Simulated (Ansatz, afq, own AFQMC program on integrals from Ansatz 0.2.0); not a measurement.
NO, quartet: AFQMC among the cluster methods

```csv
atom,x (Å),y (Å),z (Å)
N,0.0000,0.0000,0.0000
O,0.0000,0.0000,1.0980
```

Basis 6-31G. Noble-gas cores (and the filled d shells of Ga–Kr and In–Xe) are frozen. Ansatz 0.2.0 and our own AFQMC program on the same integrals; the CISD trial comes from CCSD amplitudes, and released means the phaseless constraint is let go. Error bars are statistical, one sigma.

Determinant: ROHF, the one that the program's search chose, which needn't be the lowest solution. The geometry is a point of a scan.

Full CI on the same integrals is exact in this basis and with this determinant's frozen core.

Cautions: lower spins were not checked; the released energies have errors that jump between times, so the bars are unsure, so no released level is given (meV from the phaseless value at times in 1/Eh: -20 ± 4 at 0.24, -148 ± 104 at 0.51, -47 ± 3 at 0.99, -62 ± 4 at 1.62, -51 ± 4 at 2.40).

- T1 diagnostic: 0.0277
- weight of the determinant in the CISD state: 0.925
- size of the correlated space: 11 electrons in 16 orbitals

Reference: full CI, correlation energy -5.175 eV.

```tsv
level	E − E(reference) (mEh)	share of correlation (%)
HF	190.20	0.00
MP2	9.60	94.95
CCSD	5.00	97.37
CCSD(T)	1.20	99.37
CCSDT	0.73	99.62
CCSDT(Q)	0.02	99.99
CCSDTQ	0.05	99.97
ph-AFQMC/HF	6.98 ± 0.96	96.33
ph-AFQMC/CISD	2.26 ± 0.19	98.81
```

CCSDT and higher add their correlation energy to the determinant of the CCSD(T) run, since their own runs factorise the integrals more tightly (a shift of under 2 meV). A walk keeps the symmetry of its determinant, which the program's search chose and which needn't be the lowest solution, so a lower state of the same spin and another symmetry isn't excluded.
